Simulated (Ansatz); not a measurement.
Basis sets over 5 cases of the highest harmonic wavenumber at PBE with Ansatz (Al to Cl present), each against its own reference: (a) the value in aug-pcseg-2; (b) the value in aug-pcseg-3; (c) the value in pcseg-3. By their distance from other large sets or by the extrapolation step the references are unsure by up to roughly 3 cm⁻¹ and lie short of the limit. Each level at its own minimum, unscaled; unrestricted open shells; no added dispersion term; no relativity. Cartesian d functions in some cases of 6-31G**, 6-31+G*, 6-311G**. (X+d) sets on Al to Cl for cc-pVXZ and aug-cc-pVXZ. 

Cases are drawn at random; left out are references unsure by over 17 cm⁻¹, runs with very soft modes, doubtful singlets, and cases whose largest runs show a restricted determinant unstable towards unrestricted orbitals, <S^2> over 0.1 too high or, where CCSD(T) ran, T1 over 0.025 (0.045 for open shells). Sets are drawn from those converged to one state in every case.

Cases (SMILES) and reference values:
- Cl (HCl): 2896 cm⁻¹ (b)
- [SiH3] (SiH3), doublet: 2178 cm⁻¹ (a)
- [SiH] (SiH), doublet: 1951 cm⁻¹ (b)
- [CH](Cl)Cl, doublet: 3150 cm⁻¹ (a)
- [Cl][Al] (Al-Cl) (closed-shell singlet): 454 cm⁻¹ (c)

```json
[
 {"basis": "6-31G", "functions over def2-SVP (largest species, mean of cases)": "0.7", "mean signed deviation (cm⁻¹)": "-72", "mean absolute": "92", "largest": "216", "within 50 cm⁻¹": "3 of 5"},
 {"basis": "def2-SV(P)", "functions over def2-SVP (largest species, mean of cases)": "0.9", "mean signed deviation (cm⁻¹)": "-14", "mean absolute": "33", "largest": "106", "within 50 cm⁻¹": "4 of 5"},
 {"basis": "pcseg-1", "functions over def2-SVP (largest species, mean of cases)": "1.0", "mean signed deviation (cm⁻¹)": "0", "mean absolute": "7", "largest": "12", "within 50 cm⁻¹": "5 of 5"},
 {"basis": "6-31G**", "functions over def2-SVP (largest species, mean of cases)": "1.0", "mean signed deviation (cm⁻¹)": "10", "mean absolute": "10", "largest": "21", "within 50 cm⁻¹": "5 of 5"},
 {"basis": "6-31+G*", "functions over def2-SVP (largest species, mean of cases)": "1.1", "mean signed deviation (cm⁻¹)": "5", "mean absolute": "16", "largest": "24", "within 50 cm⁻¹": "5 of 5"},
 {"basis": "6-311G**", "functions over def2-SVP (largest species, mean of cases)": "1.4", "mean signed deviation (cm⁻¹)": "-2", "mean absolute": "6", "largest": "9", "within 50 cm⁻¹": "5 of 5"},
 {"basis": "def2-SVPD", "functions over def2-SVP (largest species, mean of cases)": "1.5", "mean signed deviation (cm⁻¹)": "-2", "mean absolute": "3", "largest": "7", "within 50 cm⁻¹": "5 of 5"},
 {"basis": "aug-cc-pVDZ", "functions over def2-SVP (largest species, mean of cases)": "1.8", "mean signed deviation (cm⁻¹)": "-9", "mean absolute": "9", "largest": "14", "within 50 cm⁻¹": "5 of 5"},
 {"basis": "6-311++G(2d,2p)", "functions over def2-SVP (largest species, mean of cases)": "2.0", "mean signed deviation (cm⁻¹)": "-5", "mean absolute": "7", "largest": "20", "within 50 cm⁻¹": "5 of 5"},
 {"basis": "pcseg-2", "functions over def2-SVP (largest species, mean of cases)": "2.1", "mean signed deviation (cm⁻¹)": "-2", "mean absolute": "4", "largest": "9", "within 50 cm⁻¹": "5 of 5"},
 {"basis": "cc-pVTZ", "functions over def2-SVP (largest species, mean of cases)": "2.3", "mean signed deviation (cm⁻¹)": "0", "mean absolute": "3", "largest": "5", "within 50 cm⁻¹": "5 of 5"},
 {"basis": "jun-cc-pV(T+d)Z", "functions over def2-SVP (largest species, mean of cases)": "2.7", "mean signed deviation (cm⁻¹)": "-1", "mean absolute": "3", "largest": "5", "within 50 cm⁻¹": "5 of 5"},
 {"basis": "6-311++G(3df,3pd)", "functions over def2-SVP (largest species, mean of cases)": "2.8", "mean signed deviation (cm⁻¹)": "5", "mean absolute": "5", "largest": "14", "within 50 cm⁻¹": "5 of 5"},
 {"basis": "def2-TZVPPD", "functions over def2-SVP (largest species, mean of cases)": "2.9", "mean signed deviation (cm⁻¹)": "1", "mean absolute": "1", "largest": "4", "within 50 cm⁻¹": "5 of 5"}
]
```

Among the sets for which every case ran a larger relative (same family, alike in diffuse functions, listed or not), the smallest listed that holds all cases within 50 cm⁻¹ together with them is pcseg-1, at 1.0 times the functions of def2-SVP, level with 6-31G**. Inside, though some case ran no larger relative to test it: 6-311G**, pcseg-2, cc-pVTZ, jun-cc-pV(T+d)Z, 6-311++G(3df,3pd), def2-TZVPPD. Largest deviations of relatives not listed, over the cases that ran them: 6-311+G** 9, def2-QZVPPD 1, aug-cc-pVTZ 5, cc-pVQZ 6, pcseg-3 1, aug-cc-pVQZ 6, def2-TZVPD 1 cm⁻¹. A case lies within its reference's uncertainty of the window's edge in 6-31G. These figures hold for the cases listed.

Ansatz is a quantum-chemistry and plane-wave program.
